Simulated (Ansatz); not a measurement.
Question: Name a neutral molecule of Cl, Mg with size of the dipole moment (ωB97M-V/def2-TZVPP) between 0.00 and 0.30 D and HOMO–LUMO gap (ωB97M-V/def2-TZVPP) between 10.85 and 11.15 eV (Ansatz, PBE0-D4/def2-TZVP geometry).

Answer: `[Cl][Mg][Cl]` (0.01 D, 10.92 eV). Other molecules can fit too; these were computed, each in one conformer that needn't be the lowest.
